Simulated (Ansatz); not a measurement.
# HNO (nitroxyl): levels of theory compared

We compute a comparison of 6 runs (HF/def2-TZVPPD, B3LYP/def2-TZVPPD, revPBE/def2-TZVPPD, wB97M-V/def2-TZVPPD, RPA@PBE/def2-TZVPPD, CCSD/def2-TZVPPD) of HNO (nitroxyl). 

The results are computed with Ansatz 0.2.0.

60 further runs of the same task are left out: 60 set aside as unsound or not needed.

**1. The system as given**

The species is HNO (3 atoms), meant as a singlet with charge 0. SMILES: `N=O`. The N1–H3 distance was set to 1.382 Å, away from the relaxed value.

Bond lengths: N1–O2 1.190 Å. A long bond or contact: N1–H3 1.382 Å.

**2. A single-point energy at HF/def2-TZVPPD (run 1)**

File job.yaml:

```yaml
crystal:
  periodic: [false, false, false]
  atoms:
    - {symbol: "N", position_ang: [-0.227324, 0.619652, -0.050496]}
    - {symbol: O, position_ang: [0.811676, 0.704062, 0.523164]}
    - {symbol: H, position_ang: [-0.471600, -0.709980, -0.339350]}
basis:
  gaussian: {orbitals: def2-TZVPPD.json}
hamiltonian: {xc: hf}
accuracy: high
output: {orbitals: {seedname: orbitals}}
```

The basis set def2-TZVPPD is read from a file made from the Basis Set Exchange's data (not shown).

On the command line:

```
$ ansatz run job.yaml --threads 1 --pin off --max-ram 3480MiB --events-out events.jsonl --progress --plain --runs-dir runs
```

The program printed:

```text
Warning: RAYON_NUM_THREADS=1 ignored (pool sized by the plan → 1); use --threads N
Functional definition: HF
  name "HF"
  exchange = exact_x
  correlation = 0
1447 factors; integrals over basis functions are off by at most 3.5e-9 eV
mean field evaluation 1: about -3530.9343 eV, gradient 2.4e1 eV
mean field evaluation 2: about -3530.9356 eV, gradient 2.4e1 eV
mean field evaluation 4: about -3532.0468 eV, gradient 2.7e0 eV
mean field evaluation 8: about -3532.0757 eV, gradient 1.5e-1 eV
mean field -3532.07592921 eV, -129.8013962712 hartree, gradient 1.8e-8 eV, S^2 0.000000; 0 other end points of the search recorded, 0 dependent functions left out
reference -3532.07592921 eV, -129.8013962712 hartree; 8, 8 occupied and 86, 86 virtual orbitals, 1447 factors
Total energy: -3532.07592921 eV, -129.8013962712 hartree
```

It took 1.5 s on 1 thread of Arm Neoverse V2, shared host; peak memory 0.17 GiB.

**3. The energy at B3LYP/def2-TZVPPD (run 2)**

Changes to job.yaml since step 2:

```diff
@@ -7,5 +7,8 @@
 basis:
-  gaussian: {orbitals: def2-TZVPPD.json}
-hamiltonian: {xc: hf}
+  gaussian:
+    orbitals: def2-TZVPPD.json
+hamiltonian:
+  xc: {name: B3LYP}
 accuracy: high
-output: {orbitals: {seedname: orbitals}}
+output:
+  orbitals: {seedname: orbitals}
```

The basis set def2-TZVPPD is read from a file made from the Basis Set Exchange's data (not shown).

On the command line:

```
$ ansatz run job.yaml --threads 1 --pin off --max-ram 3480MiB --events-out events.jsonl --progress --plain --runs-dir runs
```

The program printed:

```text
Warning: RAYON_NUM_THREADS=1 ignored (pool sized by the plan → 1); use --threads N
Functional definition: B3LYP
  name "B3LYP"
  parameter a0 = 0.2
  parameter ax = 0.72
  parameter ac = 0.81
  exchange = (1 - a0 - ax)*slater_x + ax*b88_x + a0*exact_x
  correlation = (1 - ac)*vwn_rpa_c + ac*lyp_c
1447 factors; integrals over basis functions are off by at most 3.5e-9 eV
mean field evaluation 1: about -3549.7031 eV, gradient 3.0e1 eV
mean field evaluation 2: about -3543.8760 eV, gradient 6.2e1 eV
mean field evaluation 4: about -3551.1997 eV, gradient 4.6e0 eV
mean field evaluation 8: about -3551.2526 eV, gradient 1.6e-2 eV
mean field evaluation 16: about -3551.2526 eV, gradient 1.4e-7 eV
mean field -3551.25263602 eV, -130.5061272482 hartree, gradient 3.4e-8 eV, S^2 0.000000; 0 other end points of the search recorded, 0 dependent functions left out
reference -3551.25266823 eV, -130.5061284321 hartree; 8, 8 occupied and 86, 86 virtual orbitals, 1447 factors
Total energy: -3551.25266823 eV, -130.5061284321 hartree
```

It took 2.8 s on 1 thread of Arm Neoverse V2, shared host; peak memory 0.18 GiB.

Runs 3 to 4 aren't shown in full; the table further down has their settings and results.

**4. The energy at RPA@PBE/def2-TZVPPD (run 5)**

File job.yaml:

```yaml
crystal:
  periodic: [false, false, false]
  atoms:
    - {symbol: N, position_ang: [-0.227324, 0.619652, -0.050496]}
    - {symbol: O, position_ang: [0.811676, 0.704062, 0.523164]}
    - {symbol: H, position_ang: [-0.471600, -0.709980, -0.339350]}
basis:
  gaussian: {orbitals: def2-TZVPPD.json}
hamiltonian: {xc: pbe}
correlation: {method: rpa, frozen_orbitals: {H: 0, "N": 1, O: 1}}
accuracy: high
```

The basis set def2-TZVPPD is read from a file made from the Basis Set Exchange's data (not shown).

On the command line:

```
$ ansatz run job.yaml --threads 1 --pin off --max-ram 3480MiB --events-out events.jsonl --progress --plain --runs-dir runs
```

The program printed (excerpt; [...] marks lines left out):

```text
Warning: RAYON_NUM_THREADS=1 ignored (pool sized by the plan → 1); use --threads N
Functional definition: PBE
  name "PBE"
[...]
1447 factors; integrals over basis functions are off by at most 3.5e-9 eV
[...]
mean field -3547.78767682 eV, -130.3787923462 hartree, gradient 3.1e-8 eV, S^2 0.000000; 3 other end points of the search recorded, 0 dependent functions left out
2 core orbitals not correlated: weight in the atoms' cores, before any rotation towards them, 1.000 or more for the frozen orbitals, at most 0.000 for the correlated occupied ones
reference -3531.32625407 eV, -129.7738462181 hartree; 6, 6 occupied and 86, 86 virtual orbitals, 1447 factors
Total energy: -3550.25389190 eV, -130.4694240788 hartree
```

Run time: 6.9 s. Hardware: 1 thread of Arm Neoverse V2, shared host; peak memory 0.28 GiB.

**5. A single-point energy at CCSD/def2-TZVPPD (run 6)**

File run.yaml:

```yaml
crystal:
  periodic: [false, false, false]
  atoms:
    - symbol: "N"
      position_ang: [-0.227324, 0.619652, -0.050496]
    - symbol: O
      position_ang: [0.811676, 0.704062, 0.523164]
    - symbol: H
      position_ang: [-0.471600, -0.709980, -0.339350]
basis:
  gaussian:
    orbitals: def2-TZVPPD.json
correlation:
  method: ccsd
  frozen_orbitals: {H: 0, "N": 1, O: 1}
accuracy: high
scf:
  omitted_lower_state_checks: [cluster_reference, increment]
```

The basis set def2-TZVPPD is read from a file made from the Basis Set Exchange's data (not shown).

On the command line:

```
$ ansatz run run.yaml --threads 1 --pin off --max-ram 3480MiB --events-out events.jsonl --progress --plain --runs-dir runs
```

The program printed (excerpt; [...] marks lines left out):

```text
Warning: RAYON_NUM_THREADS=1 ignored (pool sized by the plan → 1); use --threads N
[... 2 set-up lines as earlier in the session ...]
[...]
1447 factors; integrals over basis functions are off by at most 3.5e-9 eV
[...]
mean field -3532.07592921 eV, -129.8013962712 hartree, gradient 1.8e-8 eV, S^2 0.000000; 0 other end points of the search recorded, 0 dependent functions left out; unrestricted orbitals would lower it
2 core orbitals not correlated: weight in the atoms' cores, before any rotation towards them, 1.000 or more for the frozen orbitals, at most 0.000 for the correlated occupied ones
reference -3532.07592921 eV, -129.8013962712 hartree; 6, 6 occupied and 86, 86 virtual orbitals, 1447 factors
second order -12.23451541 eV of doubles, -0.00000000 eV of singles
cycle   1  -11.81172261 eV  change    4.2e-1 eV  update   1.1e-1
[...]
cycle  24  -12.40241036 eV  change  -7.7e-10 eV  update  5.9e-10
Total energy: -3544.47833956 eV, -130.2571764453 hartree
Checks for a lower state left out: cluster_reference, increment
```

It took 5.7 s on 1 thread of Arm Neoverse V2, shared host; peak memory 0.49 GiB.

**6. The series**

| run | level | frozen core orbitals | energy (Eh) | HOMO energy (eV) | LUMO energy (eV) | HOMO–LUMO gap (eV) | wall time |
| --- | --- | --- | --- | --- | --- | --- | --- |
| 1 | HF/def2-TZVPPD | – | -129.801396 | -10.93 | 2.01 | 12.95 | 1.5 s |
| 2 | B3LYP/def2-TZVPPD | – | -130.506128 | -7.09 | -3.42 | 3.67 | 2.8 s |
| 3 | revPBE/def2-TZVPPD | – | -130.483698 | -5.78 | -4.42 | 1.36 | 3.6 s |
| 4 | wB97M-V/def2-TZVPPD | – | -130.465728 | -9.56 | -0.41 | 9.14 | 15 s |
| 5 | RPA@PBE/def2-TZVPPD | 2 | -130.469424 | – | – | – | 6.9 s |
| 6 | CCSD/def2-TZVPPD | 2 | -130.257176 | – | – | – | 5.7 s |

**7. Results**

```
                                          quantity          value
                               run 6: total energy  -130.25718 Eh
run 6: correlation energy (2 core orbitals frozen)     -455.8 mEh
                              run 6: T1 diagnostic          0.020
```

Over runs 1, 2, 3, 4 the HOMO–LUMO gap runs from 1.36 eV (revPBE/def2-TZVPPD) to 12.95 eV (HF/def2-TZVPPD). Exact exchange widens orbital gaps. Totals of different functionals can't be ranked against each other. In run 6 the log says that unrestricted orbitals would lower the reference, so the values rest on an unstable closed-shell determinant (other closed-shell runs at this shape may share the fault). All runs together took 35 s, the longest 15 s.
